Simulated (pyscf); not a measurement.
H₃Si–Si(SiH₃)(SiH₃)–Cl + water (H₂O) → HO–SiH₂–Si(SiH₃)(SiH₃)–Cl + hydrogen (H₂), a four-centre exchange (singlet surface; H–Si, H–O broken, O–Si, H–H formed). Structures and frequencies: ωB97X-D3(BJ)/def2-SVP in PySCF. Energies in eV from the separated reactants.

Small-basis levels: PySCF, no dispersion term, spherical d functions. 

### Question
In single points HF/STO-3G puts the saddle at 3.37 eV and the reaction energy at -0.07 eV. Should these be trusted to within a few kcal/mol? Compare with ωB97M-D3(BJ)/def2-TZVP.

### Answer
ωB97M-D3(BJ)/def2-TZVP gives ΔE‡ = 1.55 eV and ΔE = -0.61 eV. HF/STO-3G lies 1.82 eV over it in the barrier and 0.54 eV over it in the reaction energy, so on this step it does not hold to within 0.13 eV. ωB97M-D3(BJ)/def2-TZVP has limits of its own. On the reactant side the descent ends in a complex (not fully relaxed), 0.22 eV under the separated species and 1.81 eV under the saddle at ωB97X-D3(BJ)/def2-TZVP. One saddle was located; it need not be the lowest between these sides.
